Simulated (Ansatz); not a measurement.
Reaction (SMILES): [OH] (OH) → H atom + O atom
B3LYP-D3(BJ)/def2-TZVP geometries, fixed; electronic energies without zero-point terms.

Energies in hartree at CCSD(T) with Ansatz (a quantum-chemistry and plane-wave program); the atomisation energy is their sum with the coefficients shown, times 627.509 kcal/mol a hartree. All functions are spherical. Cores are frozen. Open shells are unrestricted. No added dispersion term, no relativity.

```csv
species,coefficient,part,cc-pVDZ,cc-pVTZ,cc-pVQZ
[OH] (OH),-1,Hartree-Fock,-75.39364,-75.41896,-75.42557
[OH] (OH),-1,correlation,-0.16571,-0.21873,-0.23601
H atom,+1,Hartree-Fock,-0.49928,-0.49981,-0.49995
O atom,+1,Hartree-Fock,-74.79217,-74.81176,-74.81729
O atom,+1,correlation,-0.11778,-0.16221,-0.17627
```

Q: Predict the atomisation energy in cc-pV5Z (X = 5): let each Hartree-Fock step shrink by the ratio of the last two, and fit each correlation energy at X = 3 and 4 to E + A/X^3. Compare with the run.

A: 
- [OH] (OH): steps -0.02532 and -0.00661, ratio 0.261, so Hartree-Fock -75.42730 (run: -75.42742); A = (-0.21873 - (-0.23601))/(1/27 - 1/64) = 0.8070, correlation -0.23601 - A/64 + A/125 = -0.24216 (run: -0.24215).
- H atom: steps -0.00053 and -0.00014, ratio 0.264, so Hartree-Fock -0.49999 (run: -0.49999).
- O atom: steps -0.01959 and -0.00553, ratio 0.282, so Hartree-Fock -74.81885 (run: -74.81878); A = (-0.16221 - (-0.17627))/(1/27 - 1/64) = 0.6566, correlation -0.17627 - A/64 + A/125 = -0.18128 (run: -0.18133).
Predicted 106.26 kcal/mol; the run in cc-pV5Z gives 106.34, a miss of -0.08. Keeping the value in cc-pVQZ, 105.47, would miss by -0.88. All sums are of the energies as printed.
